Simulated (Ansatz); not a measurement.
Reaction (homolysis of the H–O bond): `[OH][AlH][Cl]` → H• + `[O][AlH][Cl]`•

Program: Ansatz. Geometries: PBE0-D4/def2-TZVP. ΔE: electronic, gas phase. CCSD(T)/CBS is the MP2 limit (def2-TZVPP, def2-QZVPP) plus CCSD(T) − MP2 in def2-TZVPP, frozen cores. This one scheme is used for every species, atoms too. Functionals use def2-TZVPP. No spin–orbit coupling; open shells (•) take unrestricted orbitals. One conformer a species, not always the lowest.

| level | ΔE (kJ/mol) |
| --- | --- |
| BLYP-D4 | 520.9 |
| PBE0-D4 | 522.4 |
| ωB97M-V | 535.2 |
| B2PLYP | 532.3 |
| revPBE | 511.2 |
| BLYP | 518.4 |
| HF/def2-SVP | 387.1 |
| HF/def2-QZVPP | 387.5 |

Problem. What does CCSD(T)/CBS give? (An estimate is asked.)

Solution. The calculation gave: +547.0 kJ/mol. The listed levels differ from it by -26.1, -24.6, -11.8, -14.7, -35.8, -28.6, -159.9, -159.5 kJ/mol.

Problem. What do rigid-rotor, harmonic-oscillator terms from PBE0-D4/def2-TZVP frequencies (298.15 K, 1 bar) make of the CCSD(T)/CBS value? (Best estimate.)

Solution. The calculation gave: ΔZPE = -30.8 kJ/mol, ΔH = +521.4 kJ/mol, ΔS = 116 J/(mol·K), ΔG = +486.9 kJ/mol. Open shells count their whole term as degenerate.

Largest T1 diagnostic among the species: 0.013.

From PBE to PBE0 (25 % exact exchange), in def2-TZVPP and without D4, ΔE moves by −4.2 kJ/mol: exact exchange takes away binding that semilocal exchange gives to molecules. Leaving LDA and LC-ωPBE aside and taking each functional with its dispersion term where it has one, the values, not all of them listed here, spread over 24.3 kJ/mol, from BHLYP-D4 to ωB97M-V. LDA lies +72.2 kJ/mol from PBE without D4, its usual overbinding.
